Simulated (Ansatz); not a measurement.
in.yaml

```yaml
crystal:
  periodic: [false, false, false]
  atoms:
    - {symbol: Si, position_ang: [-0.093365, 0.000000, 0.000000]}
    - {symbol: H, position_ang: [-0.588237, 1.399708, 0.000000]}
    - {symbol: H, position_ang: [-0.588237, -0.699854, 1.212183]}
    - {symbol: H, position_ang: [-0.588237, -0.699854, -1.212183]}
    - {symbol: H, position_ang: [1.642635, 0.000000, 0.000000]}
    - {symbol: H, position_ang: [2.723635, 0.000000, 0.000000]}
basis:
  gaussian: {orbitals: cc-pVTZ}
magnetization: {spin_polarized: false, initial_magnetization: 1}
correlation: {method: ccsdt_q, electrons: outside_noble_gas}
```

```sh
$ ansatz run in.yaml --threads 2 --pin off --events-out ev --progress --plain --max-ram 16896MiB --backend cuda --devices 0, --max-vram 18GiB
```

Log:

```
1272 factors; integrals over basis functions are off by at most 1.8e-7 eV
mean field evaluation 1: about -7937.4322 eV, gradient 9.9e0 eV
mean field evaluation 2: about -7937.4359 eV, gradient 9.9e0 eV
mean field evaluation 4: about -7938.2524 eV, gradient 8.8e-1 eV
mean field evaluation 8: about -7938.2842 eV, gradient 1.0e-1 eV
mean field evaluation 16: about -7938.2459 eV, gradient 8.8e-1 eV
mean field -7938.28459765 eV, -291.7265782012 hartree, gradient 4.5e-6 eV, S^2 0.750000; 0 other end points of the search recorded, 0 dependent functions left out
mean field evaluation 32: about -7938.5196 eV, gradient 2.1e-4 eV
5 core orbitals not correlated: weight in the atoms' cores, before any rotation towards them, 1.000 or more for the frozen orbitals, at most 0.000 for the correlated occupied ones
reference -7938.28459765 eV, -291.7265782012 hartree; 5, 4 occupied and 94, 95 virtual orbitals, 1272 factors
second order -4.30251201 eV of doubles, -0.11006150 eV of singles
cycle   1  -5.06046557 eV  change   -6.4e-1 eV  update   7.1e-2
cycle   2  -5.46560996 eV  change   -4.1e-1 eV  update   3.2e-2
cycle   3  -5.50497972 eV  change   -3.9e-2 eV  update   1.4e-2
cycle   4  -5.50564046 eV  change   -6.6e-4 eV  update   7.9e-3
cycle   5  -5.50986122 eV  change   -4.2e-3 eV  update   2.5e-3
cycle   6  -5.50869810 eV  change    1.2e-3 eV  update   1.2e-3
cycle   7  -5.50846634 eV  change    2.3e-4 eV  update   3.5e-4
cycle   8  -5.50888016 eV  change   -4.1e-4 eV  update   1.3e-4
cycle   9  -5.50890653 eV  change   -2.6e-5 eV  update   4.6e-5
cycle  10  -5.50885165 eV  change    5.5e-5 eV  update   2.0e-5
cycle  11  -5.50886166 eV  change   -1.0e-5 eV  update   9.1e-6
cycle  12  -5.50886961 eV  change   -7.9e-6 eV  update   4.3e-6
cycle  13  -5.50887248 eV  change   -2.9e-6 eV  update   1.4e-6
cycle  14  -5.50887222 eV  change    2.6e-7 eV  update   6.0e-7
cycle  15  -5.50887130 eV  change    9.2e-7 eV  update   2.4e-7
cycle  16  -5.50887109 eV  change    2.1e-7 eV  update   9.3e-8
perturbative correction -0.00396784 eV, -0.0001458153 hartree
Total energy: -7943.79743658 eV, -291.9291712950 hartree
```

For the same geometry and basis UCCSDT(Q) lies 0.6 meV lower.

Ran on 2 threads of AMD EPYC 7R13 with a shared H100 80 GB, shared host: 16 s wall, 0.91 GiB peak host memory.
